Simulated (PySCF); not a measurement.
Geometries of 2 isomers of C3H7OP, from PySCF 2.14.0, PBE0-D3(BJ)/def2-SVP geometry optimisation, gas phase. One conformer each, no zero-point energy, no frequencies.

Question: Which isomer lies lower at this level?
A.
```xyz
12
angstrom
C     -1.501    0.340   -0.269
P     -0.174    1.529    0.251
C      1.223    0.369    0.731
C      1.548   -0.738   -0.239
O      1.868    0.571    1.729
H     -1.646   -0.498    0.428
H     -1.266   -0.055   -1.268
H     -2.448    0.895   -0.353
H     -0.589    1.767    1.591
H      2.505   -1.197    0.044
H      0.757   -1.505   -0.216
H      1.600   -0.353   -1.270
```
B.
```xyz
12
angstrom
C     -1.168    0.685   -0.718
C     -0.208    0.371    0.402
C      1.294    0.160    0.046
P      0.419   -1.303    0.598
O      0.067   -2.505   -0.214
H     -1.023    1.714   -1.086
H     -2.210    0.583   -0.381
H     -1.028   -0.004   -1.565
H     -0.382    0.935    1.328
H      2.056    0.638    0.670
H      1.519    0.196   -1.026
H      0.730   -1.492    1.968
```

Answer: A. That is `CPC(C)=O`, 13.7 kcal/mol below the other.

| SMILES | atoms numbered as above | E (Eh) | relative (kcal/mol) | relative (kJ/mol) | dipole (D) |
| --- | --- | --- | --- | --- | --- |
| CPC(C)=O | [CH3:1][PH:2][C:3]([CH3:4])=[O:5] | -534.50095 | 0.0 | 0.0 | 3.11 |
| C[C@@H]1C[P@@H]1=O | [CH3:1][C@@H:2]1[CH2:3][P@@H:4]1=[O:5] | -534.47909 | 13.7 | 57.4 | 3.79 |

As drawn, the lower has a C=O bond, which the higher lacks; the higher has a three-membered ring and a P=O bond, which the lower lacks.
